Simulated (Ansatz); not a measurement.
Density of states of VRu (Pm-3m, a = 2.996 Å, b = 2.996 Å, c = 2.996 Å, α = 90.00°, β = 90.00°, γ = 90.00°), in states per eV and primitive cell, averaged over bins of 0.4 eV. Theory: Ansatz 0.2.0, DFT r2SCAN, scalar-relativistic, plane waves, PAW.

Plane waves to 500 eV, a k mesh through Γ of 14×14×14 on the computed 2-atom cell and Gaussian smearing (0.10 eV); collinear spin from starting moments 1.02 -0.23 μB.

The cell is relaxed at this level. The states (both spins) are summed by tetrahedra on a 21×21×21 mesh at the self-consistent density. Energies are bin centres; the table starts no lower than −8 eV and ends at 6 eV, or lower where the solved bands end.

It is a metal at this level.

```
E − E_F (eV) total V 3d up Ru 4d up V 3d down Ru 4d down V 4s down Ru 5s down Ru 5s up
       -7.85   0.09     0.00      0.00       0.00        0.00       0.02        0.02      0.03
       -7.45   0.14     0.00      0.00       0.00        0.00       0.02        0.03      0.04
       -7.05   0.18     0.00      0.00       0.00        0.00       0.03        0.04      0.05
       -6.65   0.24     0.00      0.01       0.00        0.01       0.04        0.06      0.06
       -6.25   0.33     0.01      0.03       0.00        0.02       0.05        0.07      0.08
       -5.85   1.01     0.10      0.26       0.05        0.19       0.08        0.10      0.11
       -5.45   2.15     0.25      0.58       0.16        0.57       0.11        0.16      0.16
       -5.05   2.82     0.32      0.85       0.25        0.94       0.10        0.13      0.09
       -4.65   2.19     0.32      0.65       0.23        0.77       0.05        0.04      0.04
       -4.25   2.78     0.39      0.94       0.24        1.00       0.05        0.03      0.03
       -3.85   3.16     0.49      1.13       0.30        1.09       0.02        0.04      0.02
       -3.45   2.57     0.43      0.79       0.28        0.95       0.00        0.03      0.03
       -3.05   2.48     0.40      0.75       0.27        0.91       0.01        0.03      0.04
       -2.65   3.28     0.59      0.97       0.30        1.13       0.03        0.06      0.07
       -2.25   2.46     0.52      0.55       0.28        0.78       0.05        0.05      0.04
       -1.85   1.87     0.30      0.34       0.28        0.64       0.08        0.04      0.03
       -1.45   1.27     0.16      0.31       0.29        0.25       0.07        0.03      0.02
       -1.05   0.62     0.13      0.08       0.16        0.07       0.05        0.02      0.01
       -0.65   0.85     0.41      0.13       0.12        0.05       0.02        0.01      0.01
       -0.25   1.77     1.09      0.37       0.15        0.06       0.01        0.01      0.01
        0.15   2.22     1.18      0.65       0.24        0.07       0.01        0.00      0.01
        0.55   3.55     1.07      0.89       1.03        0.47       0.02        0.01      0.01
        0.95   4.76     1.28      0.75       1.81        0.75       0.02        0.02      0.03
        1.35   4.10     1.35      0.39       1.59        0.57       0.01        0.04      0.04
        1.75   2.36     0.70      0.37       0.83        0.24       0.01        0.07      0.06
        2.15   2.02     0.27      0.17       1.20        0.20       0.01        0.06      0.04
        2.55   1.49     0.13      0.06       0.91        0.21       0.02        0.03      0.04
        2.95   0.98     0.10      0.05       0.47        0.15       0.02        0.02      0.05
        3.35   0.68     0.08      0.05       0.22        0.06       0.06        0.03      0.05
        3.75   0.61     0.06      0.04       0.15        0.04       0.06        0.04      0.05
        4.15   0.57     0.05      0.03       0.11        0.03       0.06        0.04      0.05
        4.55   0.54     0.04      0.03       0.09        0.03       0.06        0.04      0.05
        4.95   0.51     0.03      0.02       0.07        0.02       0.05        0.04      0.04
        5.35   0.49     0.03      0.02       0.05        0.02       0.05        0.04      0.04
        5.75   0.46     0.02      0.01       0.04        0.02       0.04        0.04      0.04
```

The columns after the total are the main Löwdin projections on the occupied valence shells of the potentials; 1 other is left out. The rest of the total lies in those, in shells that are empty in the free atom, which aren't projected, and between the atoms.

The state reached may not be the lowest one.

Only this magnetic start was tried.

Cost: 1 run of about 0.85 core-minutes, on Arm Neoverse V1 (shared hosts).